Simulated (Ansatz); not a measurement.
Base system: GaSb in the zinc blende structure (space group F-43m, No. 216; a = 6.2141 Å).

The values are results of PBE (Ansatz, a program for electronic structure), without spin-orbit coupling, earlier PAW set, not measurements.

Perturbation: As takes the place of Sb on all its sites; the structure is relaxed again.

Measured lattice parameter a: GaSb 6.0959 Å (room temperature; as listed in I. Vurgaftman, J. R. Meyer, L. R. Ram-Mohan, Journal of Applied Physics (2001)); GaAs 5.64 Å (static lattice; corrected from measurement; as listed in Daniel Mejia-Rodriguez, S. B. Trickey, Phys. Rev. B (2018)).

**Question.** How well does PBE reproduce the measured shift?

**Answer.** With PBE the lattice parameter a moves by -0.468 Å (6.214 → 5.746) against -0.456 Å measured. The two measured values stand on different bases (one corrected, one not), which blurs small differences.

No phonon test of stability was made. All final runs are without spin polarisation.
